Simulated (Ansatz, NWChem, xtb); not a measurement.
## Ligand exchange: CH3Na + CH3F → NaF + C2H6

Species: CH3Na `[CH3][Na]`, singlet; CH3F (fluoromethane) `CF`, singlet; NaF, singlet; C2H6 (ethane) `CC`, singlet. The partners trade CH3 for F: Na–CH3 and C–F bonds give way to Na–F and C–CH3.

Shapes, held fixed at every level: PBE0-D4/def2-TZVP. Programs: Ansatz 0.2.0, NWChem 7.3.0, xtb 6.7.1. The zero-point and thermal change to 298 K, harmonic and unscaled (PBE0-D4/def2-TZVP), is +8.6 kJ/mol.

(1) Estimate ΔH(298 K) of this reaction.

Results:

(1) The highest level, CCSD(T)/def2-TZVPP, gives ΔH(298 K) = -238.0 kJ/mol; the levels span -308.0 to -229.6. GFN2-xTB strays far from the other rows. The column of differences is taken from that level and isn't an error. No measured value is set beside it here. Outer-core shells of Na are correlated in most correlated rows, in sets that cover them unevenly.

```tsv
level	kind	ΔH(298 K) (kJ/mol)	less CCSD(T)/def2-TZVPP
GFN2-xTB	semi-empirical	-308.0	-70.0
HF/def2-TZVPP	Hartree–Fock	-245.4	-7.4
PBE0/def2-SVP	global hybrid	-229.6	+8.4
BHLYP-D4/def2-TZVPP	global hybrid	-241.7	-3.7
PBE0-D4/def2-TZVPP	global hybrid	-237.1	+0.9
r2SCAN0-D4/def2-TZVPP	global hybrid	-248.3	-10.3
B2PLYP/def2-TZVPP	double hybrid	-238.7	-0.7
MP2/def2-TZVPP	perturbation theory	-250.0	-12.0
CCSD(T)/def2-TZVPP	coupled cluster or CI	-238.0	0.0
```
